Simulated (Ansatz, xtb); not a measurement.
## Two isomers of C4H9NO

Structure X is `C[C@@H]1C[C@H](N)O1`, a singlet and structure Y is `C[C@@]1(N)CCO1`, a singlet. Both are isolated molecules in the gas phase, relaxed with PBE-D3(BJ)/def2-SVP; the shapes shown needn't be the lowest conformers.

X (Å):

```csv
atom,x (Å),y (Å),z (Å)
C,-1.4754,-2.6127,1.8426
C,-0.5791,-1.4695,1.4108
C,-0.4357,-1.1529,-0.0909
C,1.0784,-1.2756,0.1534
N,1.8144,-2.1103,-0.7267
O,0.8311,-1.7922,1.5109
H,-2.5452,-2.3387,1.7338
H,-1.2919,-2.8686,2.9058
H,-1.2761,-3.5171,1.2323
H,-0.8161,-0.5575,2.0122
H,-0.8126,-0.1797,-0.4588
H,-0.8170,-1.9630,-0.7456
H,1.6033,-0.2937,0.2196
H,2.8006,-2.1727,-0.4472
H,1.4313,-3.0644,-0.7222
```

Y (Å):

```xyz
15

C    -2.2766   -1.6779    0.8762
C    -0.8167   -1.4674    0.4937
C    -0.5322   -1.3306   -1.0238
C    -0.4061    0.1735   -0.7399
N     0.0184   -2.3908    1.1864
O    -0.4571   -0.0349    0.6834
H    -2.9297   -0.9782    0.3205
H    -2.5942   -2.7175    0.6627
H    -2.4131   -1.4772    1.9590
H    -0.1651   -2.3608    2.1974
H     1.0066   -2.1451    1.0504
H     0.4172   -1.8199   -1.3153
H    -1.3369   -1.6656   -1.7065
H     0.5364    0.6690   -1.0637
H    -1.2630    0.7838   -1.1127
```

Quicker runs give these differences E(Y) − E(X): GFN2-xTB −2.70 kJ/mol; HF/STO-3G −0.94 kJ/mol (at GFN2-xTB geometries); r2SCAN-D4/def2-SVP +0.77 kJ/mol (at GFN2-xTB geometries).

Question: Which of the two would you expect CCSD(T)/def2-SVP + ΔMP2/def2-TZVPP electronic energies to favour?

Answer: CCSD(T)/def2-SVP + ΔMP2/def2-TZVPP gives E(Y) − E(X) = −0.34 kJ/mol, slightly favouring structure Y, which is too small a margin to settle the true order.

Level by level:

```csv
level,geometry,E(Y) − E(X) (kJ/mol),departure from the last row (kJ/mol),"job, with rough time for the two"
GFN2-xTB,GFN2-xTB,−2.70,−2.37,"optimisation, 0.15 s"
HF/STO-3G,GFN2-xTB,−0.94,−0.61,"single point, 0.48 s"
r2SCAN-D4/def2-SVP,GFN2-xTB,+0.77,+1.11,"single point, 6.6 s"
PBE-D3(BJ)/def2-SVP,PBE-D3(BJ)/def2-SVP,+2.64,+2.98,"optimisation, 44 s"
HF/def2-SVP,PBE-D3(BJ)/def2-SVP,+3.16,+3.49,part of the CCSD(T) run
MP2/def2-SVP,PBE-D3(BJ)/def2-SVP,−2.77,−2.43,part of the CCSD(T) run
CCSD(T)/def2-SVP,PBE-D3(BJ)/def2-SVP,−2.26,−1.92,single point
CCSD(T)/def2-SVP + ΔMP2/def2-TZVPP,PBE-D3(BJ)/def2-SVP,−0.34,,"single point, 1.7 min"
```

As drawn, both hold the same kinds of bond in the same numbers.

The largest departure from CCSD(T)/def2-SVP + ΔMP2/def2-TZVPP is that of HF/def2-SVP, 3.49 kJ/mol. The last row adds to CCSD(T) the change of the MP2 difference between the two basis sets, here +1.92 kJ/mol.

With thermal terms from frequencies at re-optimised GFN2-xTB minima (ideal gas, soft modes damped towards free rotors, one conformer each, 298.15 K, 1 atm): on the last row, ΔE + ΔZPE = −1.46, ΔH = −1.29, ΔG = −0.88 kJ/mol.

The correlated steps freeze 6 core orbitals. Run with Ansatz 0.2.0, xtb 6.7.1; the last row on 2 threads of Arm Neoverse V1 on a shared host.
